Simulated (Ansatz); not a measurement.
# Isomers of C4H9Cl

3 of its isomers, all singlets with charge 0: A = 1-chlorobutane `CCCCCl`; B = 2-chloro-2-methylpropane `CC(C)(C)Cl`; C = 1-chloro-2-methylpropane `CC(C)CCl`.

Shapes, held fixed at every level: PBE0-D4/def2-TZVP. Flexible molecules stand in one conformer, not always the lowest. Programs: Ansatz 0.2.0.

Enthalpies at 298 K in kJ/mol, with harmonic thermal terms from PBE0-D4/def2-TZVP. Measured gas-phase heats of formation: A CRC Handbook of Chemistry and Physics; B CRC Handbook of Chemistry and Physics; C CRC Handbook of Chemistry and Physics.

```json
{"level": "HF/def2-SVP", "kind": "Hartree–Fock", "B − A": "-18.5", "C − A": "-1.5"}
{"level": "SPW92/def2-TZVPP", "kind": "LDA", "B − A": "-29.6", "C − A": "-8.5"}
{"level": "PBE-D4/def2-TZVPP", "kind": "GGA", "B − A": "-24.2", "C − A": "-6.0"}
{"level": "r2SCAN-D4/def2-TZVPP", "kind": "meta-GGA", "B − A": "-28.6", "C − A": "-7.1"}
{"level": "PBE0-D4/def2-TZVPP", "kind": "global hybrid", "B − A": "-23.7", "C − A": "-6.0"}
{"level": "r2SCAN0-D4/def2-TZVPP", "kind": "global hybrid", "B − A": "-26.8", "C − A": "-6.8"}
{"level": "MP2/def2-SVP", "kind": "perturbation theory", "B − A": "-34.4", "C − A": "-8.9"}
{"level": "CCSD(T)/CBS estimate", "kind": "coupled cluster or CI", "B − A": "-28.8", "C − A": "-7.8"}
{"level": "measured", "kind": "experiment", "B − A": "-27.8", "C − A": "-4.9"}
```

Experiment puts B lowest of these. All levels agree on that. Mean absolute errors: r2SCAN0-D4/def2-TZVPP 1.4; r2SCAN-D4/def2-TZVPP 1.5; CCSD(T)/CBS estimate 1.9; PBE-D4/def2-TZVPP 2.4; PBE0-D4/def2-TZVPP 2.6; SPW92/def2-TZVPP 2.7; MP2/def2-SVP 5.3; HF/def2-SVP 6.4 kJ/mol. The CBS estimate extrapolates MP2 from def2-TZVPP and def2-QZVPP and adds CCSD(T) − MP2 in the triple-zeta set, cores frozen. Gaps this small can turn on the conformers taken.
